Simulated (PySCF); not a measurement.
## Dipole moment and polarisability of fluoroacetylene

Fluoroacetylene, C2HF.
Structure used (PBE0-D3(BJ)/def2-SVP), in Å, numbered top down from 1:
```xyz
4
C2HF angstrom
C     -0.612    0.000    0.005
C      0.519    0.000   -0.407
F      1.712    0.000   -0.843
H     -1.619    0.000    0.373
```

Level: CAM-B3LYP/def2-SVPD (PySCF), static field, nuclei fixed, core orbitals frozen in the response. The polarisability tensor in these axes (au):

```
x   31.20  0.00 -4.78
y    0.00 18.11  0.00
z   -4.78  0.00 19.85
```

Q: Diagonalise the tensor; give its mean and Δα, where Δα² is half the sum of the squared differences of the eigenvalues.

A: Principal values 18.11, 18.11 and 32.94 au; mean 23.05 au = 3.42 Å³ = 3.80 × 10⁻⁴⁰ C²·m²/J; Δα = 14.83 au (64 % of the mean).

Q: What is the dipole moment, and where does it point?

A: (-0.67, 0.00, 0.24) D, 0.71 D in size, pointing from the negative to the positive side. Measured along this direction, the outermost atoms are F3 at the negative end and H4 at the positive end.

Q: Traceless (Buckingham) quadrupole moment about the centre of nuclear charge: eigenvalues?

A: -1.94, -1.94, 3.88 D·Å. The values depend on the origin, since the dipole doesn't vanish. The electronic extent ⟨r²⟩ about the same centre is 136 bohr², a root-mean-square distance of 1.32 Å for the 22 electrons.

Q: What depolarisation ratio follows for Rayleigh scattering of linearly polarised light, taking the static tensor?

A: ρ = 3Δα²/(45ᾱ² + 4Δα²) = 660.0/(23912 + 880.0) = 0.0266.

Q: In TDDFT the mean static polarisability is Σ f/ω² over all singlet excitations (ω in hartree). How much of it do the 10 lowest give? Their energies (eV) and oscillator strengths: 7.10, 0.0000; 7.18, 0.0463; 7.18, 0.0463; 7.36, 0.0000; 7.36, 0.0000; 8.77, 0.0072; 8.77, 0.0072; 9.80, 0.0433; 9.80, 0.0433; 10.61, 0.0000.

A: They add up to 2.14 au, 9.3 % of the 23.05 au; the largest single term is 0.66 au, from the state at 7.18 eV. Terms in order: 0.00, 0.66, 0.66, 0.00, 0.00, 0.07, 0.07, 0.33, 0.33, 0.00 au. Higher excitations give the rest. The strengths listed sum to 0.194.

Geometry: PBE0-D3(BJ)/def2-SVP; no solvent, vibrations or thermal averaging.
